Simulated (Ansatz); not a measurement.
# H3S2+ (SMILES S[SH2+]): functionals against CCSD(T) at one geometry

A test off equilibrium: a structure displaced at random from a GFN2-xTB minimum is computed at several levels, and each is set against CCSD(T).

Program: Ansatz 0.2.0, Gaussian basis. Level of theory: single points in def2-TZVPP. These are calculated values, not measurements.

Correlated methods freeze the cores.

### Step 1. The system as given

SMILES `S[SH2+]`, 5 atoms, charge 1, spin multiplicity 1.

Atoms are counted from 1 here; the program's logs count them from 0.

Bond lengths: S1–S2 2.159 Å, S1–H3 1.533 Å, S2–H4 1.334 Å, S2–H5 1.350 Å. Angles: S2–S1–H3 97.1°, S1–S2–H4 100.0°, S1–S2–H5 102.5°, H4–S2–H5 94.4°.

Coordinates:

| atom | x (Å) | y (Å) | z (Å) |
| --- | --- | --- | --- |
| S1 | 1.1317 | -0.9875 | 0.2412 |
| S2 | 0.2469 | 0.7593 | -0.6680 |
| H3 | -0.1063 | -1.4421 | 1.0227 |
| H4 | -0.8670 | 0.2220 | -1.1668 |
| H5 | -0.3786 | 1.3469 | 0.3737 |

### Step 2. CCSD(T)/def2-TZVPP

Contents of run/in.yaml:

```yaml
crystal:
  periodic: [false, false, false]
  atoms:
    - {symbol: S, position_ang: [1.131700, -0.987500, 0.241200]}
    - {symbol: S, position_ang: [0.246900, 0.759300, -0.668000]}
    - {symbol: H, position_ang: [-0.106300, -1.442100, 1.022700]}
    - {symbol: H, position_ang: [-0.867000, 0.222000, -1.166800]}
    - {symbol: H, position_ang: [-0.378600, 1.346900, 0.373700]}
basis:
  gaussian: {orbitals: def2-TZVPP}
total_charge: 1
correlation: {method: ccsd_t}
output: {forces: true}
```

No record of the launch command was kept for these runs.

### Step 3. PBE0-D4/def2-TZVPP

run/in.yaml, as its differences from that of step 2:

```diff
@@ -11,3 +11,3 @@
 total_charge: 1
-correlation: {method: ccsd_t}
-output: {forces: true}
+hamiltonian: {xc: pbe0, dispersion: d4}
+output: {forces: true, orbitals: {seedname: orbitals}}
```

### Step 4. wB97M-V/def2-TZVPP

run/in.yaml, as its differences from that of step 3:

```diff
@@ -11,3 +11,3 @@
 total_charge: 1
-hamiltonian: {xc: pbe0, dispersion: d4}
-output: {forces: true, orbitals: {seedname: orbitals}}
+hamiltonian: {xc: {name: wB97M-V}}
+output: {forces: true}
```

### Step 5. r2SCAN-D4/def2-TZVPP

run/in.yaml, as its differences from that of step 4:

```diff
@@ -11,3 +11,3 @@
 total_charge: 1
-hamiltonian: {xc: {name: wB97M-V}}
+hamiltonian: {xc: r2scan, dispersion: d4}
 output: {forces: true}
```

### Step 6. PBE-D4/def2-TZVPP

run/in.yaml, as its differences from that of step 5:

```diff
@@ -11,3 +11,3 @@
 total_charge: 1
-hamiltonian: {xc: r2scan, dispersion: d4}
+hamiltonian: {xc: pbe, dispersion: d4}
 output: {forces: true}
```

### Step 7. r2SCAN0-D4/def2-TZVPP

run/in.yaml, as its differences from that of step 6:

```diff
@@ -11,3 +11,3 @@
 total_charge: 1
-hamiltonian: {xc: pbe, dispersion: d4}
+hamiltonian: {xc: {name: r2SCAN0}, dispersion: d4}
 output: {forces: true}
```

### Step 8. wB97X-V/def2-TZVPP

run/in.yaml, as its differences from that of step 7:

```diff
@@ -11,3 +11,3 @@
 total_charge: 1
-hamiltonian: {xc: {name: r2SCAN0}, dispersion: d4}
+hamiltonian: {xc: {name: wB97X-V}}
 output: {forces: true}
```

(Steps that only read results are left out.)

**Question.** What will these runs give? Wanted: energy less free atoms, CCSD(T)/def2-TZVPP; RMS force component; RMS force error; HOMO and LUMO, PBE0-D4; T1 diagnostic.

The runs gave:

| quantity | value |
| --- | --- |
| energy less free atoms, CCSD(T)/def2-TZVPP | -3.849 eV |
| RMS force component | 1.069 to 1.228 eV/Å over the methods |
| RMS force error | PBE0-D4 0.167, wB97M-V 0.090, r2SCAN-D4 0.157, PBE-D4 0.275, r2SCAN0-D4 0.178, wB97X-V 0.162 eV/Å |
| HOMO and LUMO, PBE0-D4 | -13.89 and -8.40 eV |
| T1 diagnostic | 0.013 |

Against CCSD(T) the functionals' energies less atoms differ by -0.738 to -0.137 eV, PBE-D4 by -0.738 eV. The reference is not at the basis limit: in triple zeta CCSD(T) underbinds, which counts against methods that bind more; the gaps are no ranking. For forces wB97M-V does best and PBE-D4 worst. Frozen-core CCSD(T) forces in triple zeta carry basis errors of their own, and this is one geometry, so small gaps rank nothing.
